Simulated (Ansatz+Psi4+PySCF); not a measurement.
Two shapes of doublet CH4S(+).

Shape 1:

```xyz
6

C    -0.0563    1.1480   -0.0054
S    -0.0579   -0.6641    0.0002
H     1.2758   -0.8172    0.0032
H    -1.0914    1.4671   -0.0081
H     0.4230    1.5534    0.8955
H     0.4307    1.5611   -0.8926
```

Shape 2:

```xyz
6

C    -0.0479    1.1495    0.0000
S    -0.0479   -0.6649    0.0000
H     1.2831   -0.8233    0.0000
H    -1.0926    1.4614    0.0000
H     0.4323    1.5512    0.8923
H     0.4323    1.5512   -0.8923
```

Basis set: cc-pVTZ on H, C; cc-pV(T+d)Z on S (spherical functions). Left uncorrelated: 6 orbitals. Correlation on ROHF uses semicanonical orbitals with singles. Charge 1, multiplicity 2.

Computed with Ansatz (development build ahead of 0.2.0) and Psi4 1.11; each method stands on the lowest determinant of its kind that the runs found.

Q: Which shape is lower in energy, and by how much in each method?

A:

| method | E(2) − E(1) (eV) |
| --- | --- |
| ROHF | -0.010 |
| UHF | -0.010 |
| ROHF-MP2 | -0.005 |
| UHF-MP2 | -0.005 |

Shape 2 is lower.
